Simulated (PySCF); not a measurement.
**How well do the runs reproduce experiment for 1,2-dichloroethane?**

**Experimental background.**

From NIST CCCBDB Release 22 (SRD 101), experimental polarizabilities, for the gas: mean polarisability 8 Å³.

The results are set against them at the end.

Species: 1,2-dichloroethane, C2H4Cl2.
Atom-mapped SMILES: `[Cl:1][CH2:2][CH2:3][Cl:4]` (hydrogens: H5, H6 on C2; H7, H8 on C3)

Cartesian coordinates in Å at the PBE0-D3(BJ)/def2-TZVP level; atoms count from 1:
```
atom  x, y, z in Å
Cl1   -1.5102    1.2128    0.9244
C2    -0.6922   -0.1975    0.2065
C3     0.6993    0.1970   -0.2153
Cl4    1.5175   -1.2129   -0.9324
H5    -1.2860   -0.5255   -0.6447
H6    -0.6702   -0.9844    0.9580
H7     0.6767    0.9839   -0.9669
H8     1.2924    0.5264    0.6359
```

Runs made with PySCF (gas phase, on this PBE0-D3(BJ)/def2-TZVP geometry; no spin–orbit coupling):

```
                level                                                                                         job  basis functions  wall time
CAM-B3LYP/aug-cc-pVTZ                          10 singlets by full TDDFT, 4 Tamm–Dancoff triplets, polarisability              284       61 s
     PBE0/aug-cc-pVTZ  10 singlets by full TDDFT, 4 Tamm–Dancoff triplets, polarisability, dynamic polarisability              284       56 s
  wB97X-D/aug-cc-pVTZ               10 singlets by full TDDFT, 4 Tamm–Dancoff triplets, polarisability, ΔSCF ions              284    3.2 min
```

Hardware: one thread, Arm Neoverse N1 (aarch64) (shared host).

## Comparison

**Mean polarisability.** Measured: 8 Å³ (NIST CCCBDB Release 22 (SRD 101), experimental polarizabilities).

```csv
level,computed (Å³),computed − measured (Å³),% (from the printed values)
CAM-B3LYP/aug-cc-pVTZ,8.24,+0.24,+3
PBE0/aug-cc-pVTZ,8.29,+0.29,+4
wB97X-D/aug-cc-pVTZ,8.26,+0.26,+3
```

Closest is CAM-B3LYP/aug-cc-pVTZ (+0.24 Å³), furthest PBE0/aug-cc-pVTZ (+0.29 Å³); one molecule doesn't rank methods. All 3 levels lie above the measurement. The computed values are static and purely electronic, with core orbitals frozen in the response (1 au = 0.148185 Å³). The table of measured values doesn't say here whether a value is static or optical, or holds a vibrational part. The measurement averages over conformers, the calculation has one.

The geometry is computed, not the measured one. Where a level misses, the cause wasn't examined.
